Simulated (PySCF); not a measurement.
**How well do the runs reproduce experiment for oxazole?**

**Experimental background.**

NIST CCCBDB Release 22 (SRD 101), experimental dipoles lists, for the gas: dipole moment 1.503 D.

The results are set against them at the end.

Oxazole, C3H3NO.
Numbering: `[cH:1]1[cH:2][o:3][cH:4][n:5]1` (hydrogens: H6 on C1; H7 on C2; H8 on C4)

Structure used (GFN2-xTB), in Å, numbered top down from 1:
```
atom  x, y, z in Å
C1    -0.8332   -0.5312    0.2447
C2    -0.6649    0.7445   -0.1926
O3     0.6569    0.9489   -0.3735
C4     1.2278   -0.2119   -0.0378
N5     0.3938   -1.1230    0.3358
H6    -1.7283   -1.0599    0.4965
H7    -1.3359    1.5512   -0.4015
H8     2.2929   -0.3092   -0.0962
```

Runs made with PySCF (gas phase, on this GFN2-xTB geometry; no spin–orbit coupling):

```csv
level,job,basis functions,wall time
PBE0/pcSseg-1,"shieldings, ring-centre shieldings, charges and field gradients",100,8.8 s
B3LYP/pcJ-1,spin–spin couplings from 8 perturbed nuclei,165,24 s
```

Hardware: Arm Neoverse N1, one thread, on a shared host.

**Comparison with experiment**

**Dipole moment.** Measured: 1.503 D (NIST CCCBDB Release 22 (SRD 101), experimental dipoles).

```json
{"level": "PBE0/pcSseg-1", "computed (D)": "1.591", "computed − measured (D)": "+0.088", "% (from the printed values)": "+6"}
{"level": "B3LYP/pcJ-1", "computed (D)": "1.570", "computed − measured (D)": "+0.067", "% (from the printed values)": "+4"}
```

Closest is B3LYP/pcJ-1 (+0.067 D), furthest PBE0/pcSseg-1 (+0.088 D); one molecule doesn't rank methods. The computed dipoles belong to one fixed geometry; measured ones are averaged over vibrations unless marked μe. Magnitudes are compared, not signs.

No measured geometry was used, and the causes of the misses weren't examined.
